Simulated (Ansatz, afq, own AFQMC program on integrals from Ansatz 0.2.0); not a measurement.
## Where AFQMC and coupled cluster stand for NH3⁺, quartet

| atom | x (Å) | y (Å) | z (Å) |
| --- | --- | --- | --- |
| N | 0.0000 | 0.0000 | 0.0000 |
| H | 1.0240 | 0.0138 | -0.0001 |
| H | -0.5239 | 0.8799 | -0.0028 |
| H | -0.5001 | -0.8937 | 0.0028 |

Basis cc-pVDZ. Noble-gas cores (and the filled d shells of Ga–Kr and In–Xe) are frozen. Ansatz 0.2.0 and our own AFQMC program on the same integrals; the CISD trial comes from CCSD amplitudes, and released means the phaseless constraint is let go. Free projection: walkers drawn from exp(T), propagated without any constraint. Its projection time is finite, and what remains of the start isn't in its error. Error bars are statistical, one sigma.

Determinant: UHF, the one that the program's search chose, which needn't be the lowest solution. The geometry is a PBE0/def2-TZVP stationary point of this or a neighbouring charge and spin state.

No full CI on the walks' own integrals is used here; CCSDT(Q) serves as the reference and is uncertain by about the last step of the cluster series.

Cautions: another spin lies lower (by 14.77 eV); strong correlation (T1 0.057, weight of the determinant 0.89, largest double 0.11).

The T1 diagnostic is 0.0570, the weight of the determinant in the CISD state is 0.892 and the ⟨S²⟩ of the determinant is 3.758. The size of the correlated space is 7 electrons in 28 orbitals.

```
  level  correlation energy (eV)
    MP2                  -3.1797
   CCSD                  -3.8666
CCSD(T)                  -3.9664
```

**Question.** Estimate where phaseless AFQMC with the Hartree–Fock trial lies against CCSD(T) on the same integrals.

**Answer.** 0.1 ± 3.1 kJ/mol above CCSD(T). The gap is under twice the noise, so this walk alone can't tell the two apart.

Reference: CCSDT(Q), correlation energy -4.022 eV. The released energy is read at 2.40 1/Eh (meV from the phaseless value at times in 1/Eh: 5 ± 10 at 0.24, -6 ± 11 at 0.51, -10 ± 11 at 0.99, 7 ± 12 at 1.62, 0 ± 13 at 2.40).

```csv
level,E − E(reference) (kJ/mol),share of correlation (%)
CCSD(T),5.3,98.63
CCSDT,0.6,99.83
ph-AFQMC/HF,5.4 ± 3.1,98.61
ph-AFQMC/CISD,0.5 ± 0.9,99.87
released AFQMC,0.5 ± 1.3,99.86
free AFQMC,2.3 ± 1.4,99.40
```

Free projections are given only where their last times agree within the noise and don't stop above the reference; a slow remainder of the start can still hide under it. A walk keeps the symmetry of its determinant, which the program's search chose and which needn't be the lowest solution, so a lower state of the same spin and another symmetry isn't excluded. Released energies are given only where the last usable release times agree within the noise; a slower fall can still hide under it.
